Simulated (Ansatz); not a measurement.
Input for Ansatz (a quantum-chemistry and plane-wave program): R-HF/def2-TZVPP on phosphine (SMILES P), atoms moved off the minimum.

Ansatz 0.2 input:
```yaml
crystal:
  periodic: [false, false, false]
  atoms:
    - {symbol: P, position_ang: [0.02564432, -0.03193804, 0.07740859]}
    - {symbol: H, position_ang: [-0.72215478, 1.08912898, -0.58572662]}
    - {symbol: H, position_ang: [1.12886646, -0.13120800, -0.62948446]}
    - {symbol: H, position_ang: [-0.89143640, -1.09588908, -0.49252742]}
basis:
  gaussian:
    orbitals: def2-TZVPP
hamiltonian:
  xc: {name: HF}
scf: {lower_state_search: off}
output: {forces: true}
```

The log:

```
WARN ansatz: RAYON_NUM_THREADS=1 ignored (pool sized by the plan → 1); use --threads N
Functional definition: HF
these checks for a lower state are left out or cut short: stability, starts, cluster_reference, orbital_swaps, neighbouring_geometries, increment
integrals: 0.01 GiB planned
519 factors; their error is unknown
mean field: 0.11 GiB planned
mean field evaluation 1: about -9318.3447 eV, gradient 1.0e1 eV
mean field evaluation 2: about -9318.9048 eV, gradient 3.5e0 eV
mean field evaluation 4: about -9318.9871 eV, gradient 2.3e-1 eV
mean field evaluation 8: about -9319.0311 eV, gradient 4.3e-5 eV
mean field -9319.03106447 eV, -342.4680749533 hartree, gradient 1.6e-6 eV, S^2 0.000000; 0 other end points of the search recorded, 0 dependent functions left out
the calculation of the forces begins
reference -9319.03106447 eV, -342.4680749533 hartree; 9, 9 occupied and 75, 75 virtual orbitals, 519 factors
Total energy: -9319.03106447 eV, -342.4680749533 hartree
Atom 0 at     0.025644    -0.031938     0.077409 Å, force    -4.662765     0.267396     0.974992 eV/Å
Atom 1 at    -0.722155     1.089129    -0.585727 Å, force     1.313859    -1.309091     0.539258 eV/Å
Atom 2 at     1.128866    -0.131208    -0.629484 Å, force     1.704808    -0.232227    -1.979330 eV/Å
Atom 3 at    -0.891436    -1.095889    -0.492527 Å, force     1.644098     1.273923     0.465080 eV/Å
Dipole moment:     0.039514    -0.008168    -0.167772 e Å
Checks for a lower state left out: stability, starts, cluster_reference, orbital_swaps, neighbouring_geometries, increment
```

The run converged.

Cost: around 0.6 core-seconds (rough).
